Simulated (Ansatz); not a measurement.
A made-up structure of Si₂H₄Cl (charge +1), closed shell:

| atom | x (Å) | y (Å) | z (Å) |
| --- | --- | --- | --- |
| Si1 | -0.9746 | 0.5170 | -0.3258 |
| Si2 | 1.0839 | -0.4353 | 0.3483 |
| Cl3 | -2.3230 | 0.5973 | 1.3211 |
| H4 | -1.8794 | -0.6330 | -0.5150 |
| H5 | -0.5865 | 1.2441 | -1.5557 |
| H6 | -1.2862 | 1.4019 | 0.8199 |
| H7 | 2.3414 | 0.2863 | 0.6492 |

It is relaxed with PBE-D4/def2-SVP and then PBE0-D4/def2-TZVP (Ansatz 0.2.0). Atoms count as bonded within 1.22 times the sum of their covalent radii (H–H: 0.88 Å). The end point is not checked to be a true minimum.

Task: Does its bonding change? (A judgement: the text doesn't fix the answer.)

Result: Computed: Yes. Formed: none; broken: Si1–H6.

Where it ends: The first stage lowers the energy by 3.41 eV in 25 steps. It ends as Si₂H₄Cl ([SiH][SiH2][ClH]), total charge +1:
```json
{"atom": "Si1", "x (Å)": "-0.7770", "y (Å)": "0.1155", "z (Å)": "-0.6307"}
{"atom": "Si2", "x (Å)": "1.5297", "y (Å)": "-0.4580", "z (Å)": "-0.2979"}
{"atom": "Cl3", "x (Å)": "-1.9216", "y (Å)": "0.9693", "z (Å)": "1.2462"}
{"atom": "H4", "x (Å)": "-1.7875", "y (Å)": "-0.9575", "z (Å)": "-0.7829"}
{"atom": "H5", "x (Å)": "-1.0712", "y (Å)": "1.2516", "z (Å)": "-1.5384"}
{"atom": "H6", "x (Å)": "-1.0583", "y (Å)": "1.8249", "z (Å)": "1.6886"}
{"atom": "H7", "x (Å)": "1.4616", "y (Å)": "0.2326", "z (Å)": "1.0569"}
```

Labels in which every atom is bracketed show which atoms are joined, not bond orders.

For scale, one of the runs: PBE0-D4/def2-TZVP relaxation, 135 basis functions, launched by `ansatz run in.yaml --threads 2 --pin off --events-out ev --progress --plain --max-ram 4352MiB`. Hardware: 2 CPU threads of an Arm Neoverse V2, shared host. Wall time about 28 s.
